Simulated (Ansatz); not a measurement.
Results of PBE0-D3(BJ) in Ansatz (plane waves, PAW) for bcc Ta.

Input file:

Ansatz 0.2 input:
```yaml
crystal:
  lattice:
    - [-1.6338559595, 1.6338559595, 1.6338559595]
    - [1.6338559595, -1.6338559595, 1.6338559595]
    - [1.6338559595, 1.6338559595, -1.6338559595]
  atoms:
    - { symbol: Ta, position: [0.0, 0.0, 0.0] }
basis:
  ecutwfc: 460
  ecutrho_ratio: 4
  xc_grid: 2
kpoints:
  mp_grid: { grid: [14, 14, 14] }
hamiltonian:
  xc: pbe0
  dispersion: d3bj
  pseudopotentials: { kind: paw }
scf:
  occupations: { method: fermi_dirac, width: 0.05 }
  convergence: { dr2_threshold: 0.0000000001 }
output:
  forces: false
  stress: true
  eigenvalues: true
```

The run printed, among other lines:

```
WARN output.stress: scf.exx.energy_threshold = 1e-6 eV is looser than the 1e-8 eV advised for a stress under a hybrid functional (1e-8 eV for each atom of the …
Crystal: 1 atoms, lattice volume = 17.446 Å³
Basis set: ecut = 460 eV, 381 PW (Γ), exchange–correlation on 40×40×40 points (8 copies of the dense FFT grid, shifted against one another)
Bands: 11, of which v1, the nominal top of the filled ones, is band 7 counted from 1 (6 counted from 0)
Symmetry: 48 space group operations
Space group: Im-3m (ITA 229), of the structure as read, at distance tolerance 2.6e-5 Å
k-points: 104 of 2744
Functional: x = pbe(κ = 0.804, μ = 0.2195149727645171), c = pbe(β = 0.06672455060314922), warm-up for x = 0.75 pbe(κ = 0.804, μ = 0.2195149727645171) + 0.25 exact, c = pbe(β = 0.06672455060314922)
SCF iter   1: F=—  HF=-9933.025284 eV  |F-HF|=—  |Δ(HF+E_count)|=         —  Δρ=5.09e-3  dr2=4.05e-3
SCF iter   2: F=—  HF=-9933.023517 eV  |F-HF|=—  |Δ(HF+E_count)|=   1.77e-3  Δρ=1.45e-3  dr2=1.75e-4
  ...
SCF 1 converged in 6 iterations: F = -9933.023519 eV  dr2 = 1.87e-11
Crystal: 1 atoms, lattice volume = 17.446 Å³
Initial density: handed on by an earlier stage of this run
Functional: x = 0.75 pbe(κ = 0.804, μ = 0.2195149727645171) + 0.25 exact, c = pbe(β = 0.06672455060314922)
SCF 2 converged in 7 iterations: F = -9931.073305 eV  dr2 = 5.05e-12
Crystal: 1 atoms, lattice volume = 17.446 Å³
SCF 3 converged in 6 iterations: F = -9931.080546 eV  dr2 = 7.81e-13
Crystal: 1 atoms, lattice volume = 17.446 Å³
SCF 4 converged in 5 iterations: F = -9931.081139 eV  dr2 = 1.58e-11
Crystal: 1 atoms, lattice volume = 17.446 Å³
Crystal: 1 atoms, lattice volume = 17.446 Å³
SCF 6 converged in 24 iterations: F = -9931.081385 eV  dr2 = 6.64e-12
Crystal: 1 atoms, lattice volume = 17.446 Å³
SCF iter   2: F=—  HF=-9931.081386 eV  |F-HF|=—  |Δ(HF+E_count)|=   2.97e-9  Δρ=2.90e-7  dr2=1.98e-9
SCF iter   3: F=-9931.081386 eV  HF=-9931.081386 eV  |F-HF|=3.82e-11  |Δ(HF+E_count)|=   1.43e-8  Δρ=9.33e-7  dr2=9.25e-11
SCF 7 converged in 3 iterations: F = -9931.081386 eV  dr2 = 9.25e-11
Free energy (F): -9931.081386 eV
Internal energy: -9931.079396 eV  (E = F + TS)
E sigma→0 (E₀):  -9931.080391 eV
Fermi energy:    19.257250 eV
--- Stress (GPa, compression-positive) ---
        0.014999      -0.000000      -0.000000
        0.000000       0.014999       0.000000
       -0.000000      -0.000000       0.014999
  P = ⅓ Tr σ = 0.0150 GPa (0.150 kbar)
```

The PAW data were made under PBE.

Note: the run warned that the count of filled bands differs between k points.

Ansatz is a first-principles code.
